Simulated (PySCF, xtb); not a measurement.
Acid–base and redox partners of C=[SiH2]. All species are isolated molecules in the gas phase. Strings in code marks are SMILES.

Quantity: bond dissociation enthalpy (X–H) at 298 K, in kJ/mol. Thermal and zero-point terms are GFN2-xTB rigid-rotor harmonic values (xtb).

Level 1: B3LYP/3-21G // B3LYP-D3(BJ)/def2-TZVP (PySCF)
Level 2: B3LYP/6-311+G** // B3LYP-D3(BJ)/def2-TZVP (PySCF)
Level 3: PBE/6-31G* // B3LYP-D3(BJ)/def2-TZVP (PySCF)
Level 4: SVWN5/6-31G* // B3LYP-D3(BJ)/def2-TZVP (PySCF)

```json
[
 {"species": "H atom removed from Si2: `C=[SiH]`", "level 2": "373.7", "level 3": "360.0", "level 4": "400.0"}
]
```

Task: What does level 1 give for each?

Result: 
- H atom removed from Si2: `C=[SiH]`: 363.0
